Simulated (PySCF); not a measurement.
# Which functional comes closest?

Molecule: `CSSC`, C2H6S2.

Mapped SMILES: `[CH3:1][S:2][S:3][CH3:4]`. Each H is labelled by its parent atom.

Geometry PBE0-D3(BJ)/def2-SVP throughout; GIAO in PySCF 2.14, gas phase, one conformer, non-relativistic; equivalent atoms averaged; basis pcSseg-2.

Reference values (measured; solution, not stated per compound (mostly CDCl3 or CCl4); Pretsch, Buehlmann, Badertscher, Structure Determination of Organic Compounds, 4th ed. (2009)): δ(C1/C4) = 22.0 ppm. Computed shifts are taken against TMS, calculated as an isolated molecule at each level.

**Question.** How do the functionals HF, LDA, PBE, BLYP, BP86, OPBE, KT2, KT3, B97-D, B3LYP, PBE0, mPW1PW91, WP04, B97-2, BHandHLYP, CAM-B3LYP, wB97X-D, LC-wPBE perform against the reference? Times are CPU seconds on shared hosts with different chips, so compare them loosely.

**Answer.** 
```tsv
functional	kind	C1/C4	abs. error C	core-s
HF	Hartree–Fock	23.1	1.1	7.9
LDA	LDA	25.8	3.8	15
PBE	GGA	26.1	4.1	19
BLYP	GGA	27.2	5.2	19
BP86	GGA	26.4	4.4	19
OPBE	GGA	25.1	3.1	21
KT2	GGA	25.8	3.8	21
KT3	GGA	26.0	4.0	20
B97-D	GGA	27.0	5.0	20
B3LYP	global hybrid	26.3	4.3	15
PBE0	global hybrid	25.2	3.2	15
mPW1PW91	global hybrid	25.3	3.3	14
WP04	global hybrid	27.7	5.7	22
B97-2	global hybrid	25.6	3.6	19
BHandHLYP	global hybrid	25.1	3.1	20
CAM-B3LYP	range-separated hybrid	25.1	3.1	28
wB97X-D	range-separated hybrid	25.2	3.2	27
LC-wPBE	range-separated hybrid	23.2	1.2	34
```

For ¹³C the closest is HF (1.1 ppm, with LC-wPBE practically level) and the furthest WP04 (5.7 ppm). One molecule is a small sample, and vibrational and solvent effects are absent from the calculation.
